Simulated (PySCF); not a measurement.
Species: CH₃ (charge +1).
InChI=1S/CH3/h1H3/q+1

Method: PBE0-D3(BJ)/def2-SVP geometry optimisation, gas phase (PySCF 2.14.0).

Masses are those of the commonest isotopes; rigid-rotor values at the optimised geometry. 

Give the principal moments of inertia and the rotational constants in cm⁻¹.

Ia = 1.84, Ib = 1.84, Ic = 3.69 u·Å²; 505379 MHz·u·Å²/I gives 274168, 274112 and 137070 MHz, that is A = 9.14525, B = 9.14340, C = 4.57217 cm⁻¹.

Classify the top.

An oblate symmetric top, as the point group D3h requires two equal moments; the computed ones differ by 0.02 % because the geometry is symmetric only within the optimiser's tolerance: κ = (2 × 274112 − 274168 − 137070)/(274168 − 137070) = 1.00.

Is it planar, by Δ = Ic − Ia − Ib?

Planar: Δ = Ic − Ia − Ib = 0.00 u·Å². For a rigid frame Δ = −2 Σ m c², so it vanishes when all atoms lie in the ab plane; here none is more than 0.01 Å from it.

The point group D3h allows no dipole (computed: 0.00 D (about the centre of mass, as the species is charged)), so a rigid rotor has no electric-dipole lines.

Estimate the classical rotational partition function at 100 K.

Point group D3h, symmetry number σ = 6; q = (√π/σ)·√((kT/h)³/(ABC)), k/h = 20836.6 MHz/K: 8.8 at 100 K.

No PBE0-D3(BJ)/def2-SVP frequencies stand behind this structure, so it isn't proved a minimum. These are rigid-rotor constants of the computed structure; measured ground-state constants (B0) also hold zero-point vibration.
